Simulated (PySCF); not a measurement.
Atomic charges against the basis set

CH₈Si₂.
Geometry (PBE0-D3(BJ)/def2-SVP, Å), atoms numbered from 1 in this order:
```xyz
11
CH8Si2 angstrom
C     -1.583    0.704   -0.074
Si    -0.414   -0.769    0.061
Si     1.821   -0.057    0.009
H     -2.633    0.376   -0.034
H     -1.412    1.412    0.751
H     -1.425    1.239   -1.023
H     -0.656   -1.514    1.338
H     -0.646   -1.725   -1.070
H      2.098    0.682   -1.264
H      2.094    0.871    1.153
H      2.767   -1.212    0.101
```

PBE0 throughout (PySCF), one geometry, spherical d and f functions. Geometry: PBE0-D3(BJ)/def2-SVP; no solvent, vibrations or thermal averaging. Atoms taken as equivalent share a column and are averaged.

Mulliken charges (e):

```tsv
basis	functions	C1	Si2	Si3	H4/H5/H6	H7/H8	H9/H10/H11
STO-3G	31	-0.392	+0.433	+0.338	+0.073	-0.122	-0.118
6-31G	51	-0.805	+0.428	+0.235	+0.198	-0.096	-0.087
pcSseg-0	51	-1.143	+0.377	+0.054	+0.266	-0.013	-0.020
6-31G*	66	-0.758	+0.301	+0.114	+0.203	-0.059	-0.049
cc-pVDZ	90	-0.266	+0.150	+0.077	+0.073	-0.040	-0.033
def2-SVP	90	-0.357	+0.228	+0.149	+0.084	-0.056	-0.053
6-311+G(2d,p)	145	-0.634	+0.297	+0.118	+0.162	-0.059	-0.049
aug-cc-pVDZ	149	+0.387	-0.153	-0.893	-0.228	+0.274	+0.266
def2-TZVP	153	-0.499	+0.129	+0.014	+0.146	-0.020	-0.014
IGLO-III	203	-0.613	+0.496	+0.466	+0.149	-0.164	-0.155
cc-pVTZ	210	-0.389	+0.136	+0.050	+0.112	-0.033	-0.023
```

IAO charges (e):

| basis | functions | C1 | Si2 | Si3 | H4/H5/H6 | H7/H8 | H9/H10/H11 |
| --- | --- | --- | --- | --- | --- | --- | --- |
| STO-3G | 31 | -0.644 | +0.497 | +0.372 | +0.131 | -0.121 | -0.125 |
| 6-31G | 51 | -0.687 | +0.368 | +0.146 | +0.164 | -0.072 | -0.058 |
| pcSseg-0 | 51 | -0.686 | +0.343 | +0.100 | +0.163 | -0.059 | -0.043 |
| 6-31G* | 66 | -0.692 | +0.457 | +0.247 | +0.157 | -0.104 | -0.092 |
| cc-pVDZ | 90 | -0.690 | +0.457 | +0.245 | +0.156 | -0.104 | -0.091 |
| def2-SVP | 90 | -0.684 | +0.465 | +0.256 | +0.154 | -0.107 | -0.095 |
| 6-311+G(2d,p) | 145 | -0.714 | +0.481 | +0.269 | +0.161 | -0.111 | -0.099 |
| aug-cc-pVDZ | 149 | -0.703 | +0.460 | +0.246 | +0.159 | -0.104 | -0.091 |
| def2-TZVP | 153 | -0.717 | +0.488 | +0.273 | +0.161 | -0.113 | -0.100 |
| IGLO-III | 203 | -0.717 | +0.486 | +0.272 | +0.161 | -0.113 | -0.100 |
| cc-pVTZ | 210 | -0.715 | +0.477 | +0.262 | +0.161 | -0.109 | -0.097 |

Hirshfeld charges (e):

```csv
basis,functions,C1,Si2,Si3,H4/H5/H6,H7/H8,H9/H10/H11
STO-3G,31,-0.125,+0.282,+0.241,+0.011,-0.089,-0.085
6-31G,51,-0.186,+0.222,+0.174,+0.046,-0.074,-0.066
pcSseg-0,51,-0.192,+0.249,+0.192,+0.039,-0.076,-0.070
6-31G*,66,-0.186,+0.219,+0.181,+0.048,-0.076,-0.069
cc-pVDZ,90,-0.197,+0.243,+0.199,+0.046,-0.080,-0.074
def2-SVP,90,-0.201,+0.251,+0.205,+0.046,-0.082,-0.076
"6-311+G(2d,p)",145,-0.206,+0.246,+0.203,+0.046,-0.079,-0.074
aug-cc-pVDZ,149,-0.215,+0.247,+0.199,+0.048,-0.078,-0.073
def2-TZVP,153,-0.209,+0.243,+0.199,+0.048,-0.078,-0.073
IGLO-III,203,-0.213,+0.246,+0.200,+0.047,-0.078,-0.073
cc-pVTZ,210,-0.208,+0.243,+0.198,+0.048,-0.078,-0.073
```

ESP-fitted charges (e):

```csv
basis,functions,C1,Si2,Si3,H4/H5/H6,H7/H8,H9/H10/H11
STO-3G,31,-0.429,+0.381,+0.119,+0.099,-0.103,-0.054
6-31G,51,-0.530,+0.415,+0.083,+0.141,-0.120,-0.050
pcSseg-0,51,-0.682,+0.493,+0.020,+0.174,-0.125,-0.035
6-31G*,66,-0.527,+0.410,+0.039,+0.142,-0.116,-0.039
cc-pVDZ,90,-0.462,+0.381,+0.012,+0.126,-0.109,-0.030
def2-SVP,90,-0.483,+0.406,+0.033,+0.129,-0.116,-0.037
"6-311+G(2d,p)",145,-0.528,+0.426,+0.011,+0.141,-0.118,-0.031
aug-cc-pVDZ,149,-0.515,+0.413,+0.011,+0.138,-0.115,-0.031
def2-TZVP,153,-0.515,+0.428,+0.015,+0.137,-0.120,-0.033
IGLO-III,203,-0.494,+0.402,+0.011,+0.133,-0.114,-0.030
cc-pVTZ,210,-0.502,+0.414,+0.025,+0.135,-0.117,-0.035
```

Some averages cover members that differ in this geometry, most widely: H4/H5/H6, Mulliken in aug-cc-pVDZ -0.298 to -0.193 e.

Question: Which scheme is steadiest as the basis changes?

Answer: Largest range over the bases for any column: Hirshfeld 0.09 e, ESP-fitted 0.25 e, IAO 0.27 e, Mulliken 1.53 e. Hirshfeld charges move least and Mulliken charges most, counted in e. Without the minimal STO-3G basis the ranges are Hirshfeld 0.03, ESP-fitted 0.22, IAO 0.17, Mulliken 1.53 e.

Question: How much do the charges still move between the two largest bases, IGLO-III and cc-pVTZ?

Answer: At most, over all atoms: Mulliken 0.416 e, IAO 0.010 e, Hirshfeld 0.004 e, ESP-fitted 0.013 e.

Question: What do the same runs give for the total energy, the frontier levels and the dipole moment?

Answer: 
```json
{"basis": "STO-3G", "energy (Eh)": "-614.4451", "HOMO (eV)": "-5.95", "LUMO (eV)": "6.42", "μ (D)": "0.28"}
{"basis": "6-31G", "energy (Eh)": "-621.4957", "HOMO (eV)": "-8.09", "LUMO (eV)": "0.81", "μ (D)": "0.88"}
{"basis": "pcSseg-0", "energy (Eh)": "-620.8050", "HOMO (eV)": "-8.54", "LUMO (eV)": "0.50", "μ (D)": "0.69"}
{"basis": "6-31G*", "energy (Eh)": "-621.5571", "HOMO (eV)": "-7.96", "LUMO (eV)": "0.57", "μ (D)": "0.96"}
{"basis": "cc-pVDZ", "energy (Eh)": "-621.5923", "HOMO (eV)": "-7.98", "LUMO (eV)": "0.51", "μ (D)": "0.94"}
{"basis": "def2-SVP", "energy (Eh)": "-621.3844", "HOMO (eV)": "-8.06", "LUMO (eV)": "0.45", "μ (D)": "0.91"}
{"basis": "6-311+G(2d,p)", "energy (Eh)": "-621.6279", "HOMO (eV)": "-8.04", "LUMO (eV)": "-0.15", "μ (D)": "0.91"}
{"basis": "aug-cc-pVDZ", "energy (Eh)": "-621.5968", "HOMO (eV)": "-8.01", "LUMO (eV)": "-0.24", "μ (D)": "0.89"}
{"basis": "def2-TZVP", "energy (Eh)": "-621.6310", "HOMO (eV)": "-8.02", "LUMO (eV)": "0.13", "μ (D)": "0.92"}
{"basis": "IGLO-III", "energy (Eh)": "-621.6339", "HOMO (eV)": "-8.04", "LUMO (eV)": "0.10", "μ (D)": "0.91"}
{"basis": "cc-pVTZ", "energy (Eh)": "-621.6360", "HOMO (eV)": "-8.02", "LUMO (eV)": "0.21", "μ (D)": "0.93"}
```

The dipole is fixed by the density alone, so its range of 0.68 D shows that the density itself changes with the basis, not only its division among atoms.
